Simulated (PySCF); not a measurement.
# C3H3NO (SMILES C=C(O)C#N): levels of theory compared

We compute a comparison of 6 runs (HF/3-21G, HF/6-31G, HF/def2-SVP, HF/6-31+G*, CAM-B3LYP/STO-3G, CCSD(T)/6-31G*) of C3H3NO. 

Program for the calculation: PySCF 2.14.0.

## 1. Starting point

C3H3NO has 8 atoms, charge 0, and is taken as a singlet. SMILES: `C=C(O)C#N`. Geometry: relaxed at PBE0-D4/def2-TZVP. This is one conformer, not always the lowest.

Bond lengths: C1–C2 1.329 Å, C2–O3 1.355 Å, C2–C4 1.433 Å, C4–N5 1.152 Å, C1–H6 1.079 Å, C1–H7 1.082 Å, O3–H8 0.961 Å. Angles: C1–C2–O3 122.4°, C1–C2–C4 121.5°, O3–C2–C4 116.1°, C2–C4–N5 177.2°, C2–C1–H6 120.0°, C2–C1–H7 120.4°, C2–O3–H8 110.2°, H6–C1–H7 119.6°.

## 2. Energy and gradient at HF/3-21G (run 1)

calc.py reads:

```python
from pyscf import gto

mol = gto.M(
    atom='''
C      0.430000     0.325400     1.148300
C      0.000700    -0.184000    -0.002000
O     -0.157700    -1.516600    -0.192800
C     -0.322500     0.654800    -1.118000
N     -0.595400     1.283100    -2.043900
H      0.541900     1.393500     1.257400
H      0.669200    -0.324600     1.979500
H     -0.474100    -1.688600    -1.084200
''',
    verbose=4,
    spin=0,
    charge=0,
    max_memory=1860,
    basis='3-21g',
)

mf = mol.RHF()
mf.conv_tol = 1e-10
mf.kernel()
if not mf.converged:
    mf = mf.newton().run(mf.mo_coeff, mf.mo_occ)

e_tot = mf.e_tot
print('Final energy', e_tot)
grad = mf.nuc_grad_method().kernel()
dip = mf.dip_moment()
pop, q = mf.mulliken_pop()
```

Run with:

```console
$ OMP_NUM_THREADS=1 python calc.py
```

What it wrote:

```text
PySCF version 2.14.0

[... 70 lines left out ...]
converged SCF energy = -243.250309685853
Final energy -243.25030968585347
[... 11 lines left out ...]
Dipole moment(X, Y, Z, Debye):  0.34094, -0.92977,  1.18216
[... 60 lines left out ...]
charge of    7H =      0.41372
```

It took 3.3 s on 1 thread of Intel Xeon at 2.70GHz, shared host; peak memory 0.12 GiB.

## 3. Energy and forces at HF/6-31G (run 2)

job.py reads:

```python
# C=C(O)C#N
from pyscf import gto, scf

mol = gto.M(
    atom='''
C      0.812582     0.614917     2.169973
C      0.001323    -0.347710    -0.003779
O     -0.298010    -2.865959    -0.364339
C     -0.609437     1.237393    -2.112714
N     -1.125143     2.424708    -3.862411
H      1.024043     2.633333     2.376142
H      1.264605    -0.613405     3.740713
H     -0.895919    -3.190992    -2.048841
''',
    basis='6-31g',
    spin=0,
    verbose=4,
    max_memory=1860,
    unit='bohr',
)

myscf = scf.RHF(mol)
myscf.conv_tol = 1e-10
myscf.kernel()
if not myscf.converged:
    myscf = myscf.newton().run(myscf.mo_coeff, myscf.mo_occ)

e_final = myscf.e_tot
print('E(%s) = %.9f' % ('HF', e_final))
grad = myscf.nuc_grad_method().kernel()
myscf.analyze()
```

Run with:

```console
$ OMP_NUM_THREADS=1 python job.py
```

What it wrote:

```text
PySCF version 2.14.0

[... 84 lines left out ...]
Total Energy =                        -244.505867275722125
[... 8 lines left out ...]
MO #2   energy= -15.6281916557758  occ= 2
[... 6 lines left out ...]
MO #9   energy= -0.895183787561113 occ= 2
[... 6 lines left out ...]
MO #16  energy= -0.51653415400504  occ= 2
[... 6 lines left out ...]
MO #23  energy= 0.295464966385701  occ= 0
[... 6 lines left out ...]
MO #30  energy= 0.780147486852069  occ= 0
[... 6 lines left out ...]
MO #37  energy= 0.939215209427949  occ= 0
[... 6 lines left out ...]
MO #44  energy= 1.28102102562336   occ= 0
[... 6 lines left out ...]
MO #51  energy= 2.22091792647876   occ= 0
[... 62 lines left out ...]
Dipole moment(X, Y, Z, Debye):  0.41800, -0.83513,  1.38789
```

Wall time 6.3 s (1 thread of Intel Xeon at 2.70GHz, shared host); peak memory 0.12 GiB.

Runs 3 to 5 aren't shown in full; the table further down has their settings and results.

## 4. A single-point energy at CCSD(T)/6-31G(d) (spherical functions) (run 6)

job.py reads:

```python
from pyscf import gto, scf, cc

mol = gto.M(
    atom='''
C        0.430000       0.325400       1.148300
C        0.000700      -0.184000      -0.002000
O       -0.157700      -1.516600      -0.192800
C       -0.322500       0.654800      -1.118000
N       -0.595400       1.283100      -2.043900
H        0.541900       1.393500       1.257400
H        0.669200      -0.324600       1.979500
H       -0.474100      -1.688600      -1.084200
''',
    charge=0,
    verbose=4,
    basis='6-31g*',
    max_memory=1860,
)

calc0 = scf.RHF(mol)
calc0.conv_tol = 1e-10
calc0.kernel()
if not calc0.converged:
    calc0 = calc0.newton().run(calc0.mo_coeff, calc0.mo_occ)

mycc = cc.CCSD(calc0, frozen=5)
mycc.kernel()
e_t = mycc.ccsd_t()
e_final = mycc.e_tot + e_t
print('Final energy', e_final)
calc0.analyze()
```

Run with:

```console
$ OMP_NUM_THREADS=1 python job.py
```

What it wrote:

```text
PySCF version 2.14.0

[... 106 lines left out ...]
Two-electron Coulomb Energy =          260.817357085062781
[... 12 lines left out ...]
MO #10  energy= -0.802308649229322 occ= 2
[... 10 lines left out ...]
MO #21  energy= 0.21486979053274   occ= 0
[... 10 lines left out ...]
MO #32  energy= 0.811751182451908  occ= 0
[... 10 lines left out ...]
MO #43  energy= 1.22177160928384   occ= 0
[... 10 lines left out ...]
MO #54  energy= 1.82541286761607   occ= 0
[... 10 lines left out ...]
MO #65  energy= 2.52787951200275   occ= 0
[... 10 lines left out ...]
MO #76  energy= 3.73932644816547   occ= 0
[... 87 lines left out ...]
Dipole moment(X, Y, Z, Debye):  0.44760, -1.19767,  1.54909
```

Run time: 29 s. Hardware: 1 thread of Intel Xeon at 2.70GHz, shared host; peak memory 0.33 GiB.

## 5. All runs side by side

```
run                                 level  integration grid      task  energy (Eh)  dipole moment (D) of the reference  HOMO energy (eV)  LUMO energy (eV)  wall time
  1                              HF/3-21G                 –  gradient  -243.250310                                1.54            -10.01              2.93      3.3 s
  2                              HF/6-31G                 –  gradient  -244.505867                                1.67            -10.15              2.66      6.3 s
  3                           HF/def2-SVP                 –  gradient  -244.430163                                1.97            -10.23              2.64       11 s
  4      HF/6-31+G* (spherical functions)                 –  gradient  -244.621958                                2.07            -10.27              1.61       18 s
  5                      CAM-B3LYP/STO-3G                 5  gradient  -242.680574                                1.56             -6.25              3.01       20 s
  6  CCSD(T)/6-31G* (spherical functions)                 –    energy  -245.364562                                2.01            -10.09              2.88       29 s
```

## 6. What came out

| quantity | value |
| --- | --- |
| run 6: total energy | -245.36456 Eh |
| run 6: dipole moment (Hartree–Fock density) | 2.01 D |
| run 6: HOMO energy (Hartree–Fock orbitals) | -10.09 eV |
| run 6: LUMO energy (Hartree–Fock orbitals) | 2.88 eV |
| run 6: HOMO–LUMO gap (Hartree–Fock orbitals) | 12.97 eV |
| run 6: correlation energy (5 core orbitals frozen) | -751.0 mEh |
| run 6: (T) correction | -27.04 mEh |
| run 6: T1 diagnostic | 0.014 |

In words: Over runs 1, 2, 3, 4, 5 the dipole moment (its size) runs from 1.54 D (HF/3-21G) to 2.07 D (HF/6-31+G*). Over runs 1, 2, 3, 4, 5 the HOMO–LUMO gap runs from 9.26 eV (CAM-B3LYP/STO-3G) to 12.93 eV (HF/3-21G). The two ends differ in method and basis. In run 5 the basis is minimal, so the values are rough. All runs together took 86 s, the longest 29 s.
